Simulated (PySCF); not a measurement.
Nuclear quadrupole coupling in `C/C=C/COC`

Species: C5H10O.
Z-matrix (Å and degrees, GFN2-xTB geometry), rows numbered from 1:
```
C 
C   1  1.4914
C   2  1.3213  1  124.62
C   3  1.4977  2  124.70  1   179.25
O   4  1.4074  3  111.22  2     1.11
C   5  1.4010  4  112.86  3  -179.69
H   1  1.0874  2  111.19  3     0.11
H   1  1.0896  2  110.03  3  -120.51
H   1  1.0896  2  110.26  3   121.05
H   2  1.0803  1  116.37  3   179.77
H   3  1.0824  2  121.26  1    -0.36
H   4  1.1055  3  109.18  2  -120.43
H   4  1.1054  3  109.50  2   122.89
H   6  1.0982  5  111.40  4   -60.39
H   6  1.0882  5  106.72  4  -179.76
H   6  1.0982  5  111.43  4    60.93
```

Field gradients from the PBE0/pcSseg-1 density (PySCF, non-relativistic), principal values in atomic units, ordered |Vxx| ≤ |Vyy| ≤ |Vzz|:

```tsv
atom	Vxx	Vyy	Vzz
O5	0.0517	2.0162	-2.0679
```

Find the asymmetry η = (Vxx − Vyy)/Vzz and the couplings χ = eQV/h (234.96 MHz × Q in barn × V in au), with Q(17O) = −0.0256 b.

```
atom   environment  nucleus     η  χzz (MHz)  χxx (MHz)  χyy (MHz)
  O5  ether oxygen      17O  0.95      12.44      -0.31     -12.13
```

At O5 η is above 0.9: Vyy and Vzz are nearly equal in size and opposite in sign, so a small change could swap them and flip the sign of χzz. 

What is Vzz at O5 in SI units (1 au = 9.71736 × 10²¹ V/m²)?

-2.0679 au = -20.095 × 10²¹ V/m².

What couplings would deuterons (Q(2H) = 0.00286 b) have in place of the hydrogens, at this geometry?

```json
{"atom": "H7", "bonded to": "C1", "bond length (Å)": "1.087", "Vzz (au)": "0.3154", "η": "0.03", "χzz (kHz)": "212"}
{"atom": "H8", "bonded to": "C1", "bond length (Å)": "1.090", "Vzz (au)": "0.3120", "η": "0.02", "χzz (kHz)": "210"}
{"atom": "H9", "bonded to": "C1", "bond length (Å)": "1.090", "Vzz (au)": "0.3121", "η": "0.02", "χzz (kHz)": "210"}
{"atom": "H10", "bonded to": "C2", "bond length (Å)": "1.080", "Vzz (au)": "0.3244", "η": "0.04", "χzz (kHz)": "218"}
{"atom": "H11", "bonded to": "C3", "bond length (Å)": "1.082", "Vzz (au)": "0.3258", "η": "0.08", "χzz (kHz)": "219"}
{"atom": "H12", "bonded to": "C4", "bond length (Å)": "1.105", "Vzz (au)": "0.2742", "η": "0.09", "χzz (kHz)": "184"}
{"atom": "H13", "bonded to": "C4", "bond length (Å)": "1.105", "Vzz (au)": "0.2744", "η": "0.09", "χzz (kHz)": "184"}
{"atom": "H14", "bonded to": "C6", "bond length (Å)": "1.098", "Vzz (au)": "0.2878", "η": "0.08", "χzz (kHz)": "193"}
{"atom": "H15", "bonded to": "C6", "bond length (Å)": "1.088", "Vzz (au)": "0.3074", "η": "0.06", "χzz (kHz)": "207"}
{"atom": "H16", "bonded to": "C6", "bond length (Å)": "1.098", "Vzz (au)": "0.2880", "η": "0.08", "χzz (kHz)": "194"}
```

Isolated species at its GFN2-xTB geometry (one conformer only). GFN2-xTB bond lengths can be off by several hundredths of an ångström, more for odd bonds, and the gradients follow them. With so small a basis the couplings can be 20 % off.
